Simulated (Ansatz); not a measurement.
**AlCO (quartet): wave-function methods side by side at a displaced geometry (v2), cc-pVDZ**

The task here is to estimate one member of a computed series from the others.

The runs use Ansatz 0.2.0, Gaussian basis; cc-pVDZ, core rule «outside noble gas», up to 7 orbitals frozen.

To be run: UHF; CCSD(T) on ROHF; CCSD(T) on UHF; BCCD(T) on ROHF; CISD; CCSDT(Q) on ROHF; CCSDT(Q) on UHF.

28 further runs of the same task are left out: 2 for a known fault of the program, 8 that didn't finish, 18 set aside as unsound or not needed.

## What is computed

The geometry is a PBE0/def2-TZVP stationary point (not a proven minimum) with its atoms shifted at random (size 0.100 Å).

3 atoms, charge 0, spin multiplicity 4.

Atoms are counted from 1 here; the program's logs count them from 0.

Bond lengths: Al1–C2 1.842 Å, C2–O3 1.170 Å. Angles: Al1–C2–O3 170.9°.

Coordinates:

```
Al    0.0844    0.0052    1.6122
C    -0.0805    0.0136   -0.2228
O    -0.0039   -0.0188   -1.3894
```

The first run:

File in.yaml:

```yaml
crystal:
  periodic: [false, false, false]
  atoms:
    - {symbol: Al, position_ang: [0.084376, 0.005225, 1.612198]}
    - {symbol: C, position_ang: [-0.080498, 0.013599, -0.222809]}
    - {symbol: O, position_ang: [-0.003878, -0.018825, -1.389389]}
basis:
  gaussian: {orbitals: cc-pVDZ}
magnetization: {spin_polarized: true, initial_magnetization: 3}
hamiltonian: {xc: hf}
output: {orbitals: {seedname: orbitals}}
```

Command:

```sh
ansatz run in.yaml --threads 1 --pin off --events-out ev --progress --plain --max-ram 2393MiB
```

Among the steps run: UHF; CCSD(T) on ROHF; CCSD(T) on UHF; BCCD(T) on ROHF; CISD; CCSDT(Q) on ROHF; CCSDT(Q) on UHF.

One of the session's tables, all rows but one given; the rest of the session is left out.

```
   method  from UCCSDT(Q) (meV)
     ROHF               +9679.1
      UHF               +9591.1
     RMP2                +691.0
     UMP2                +749.1
     CISD               +1243.8
    RCCSD                +476.8
    UCCSD                +471.8
 RCCSD(T)                 +72.8
 UCCSD(T)                 +77.6
  BCCD(T)                 +72.5
   RCCSDT                     ?
   UCCSDT                 +45.8
RCCSDT(Q)                  +6.2
UCCSDT(Q)                     0
```

Q: Estimate the row for RCCSDT from the others.

**Answer.** from UCCSDT(Q) (meV): +46.0. In the column «from UCCSDT(Q) (meV)» it lies between UCCSDT (+45.8) and BCCD(T) (+72.5).

Limits of these values: Restricted and unrestricted rows rest on different reference determinants; where their highest levels disagree by more than a few hundredths of an eV, they describe different states and don't form one ladder.
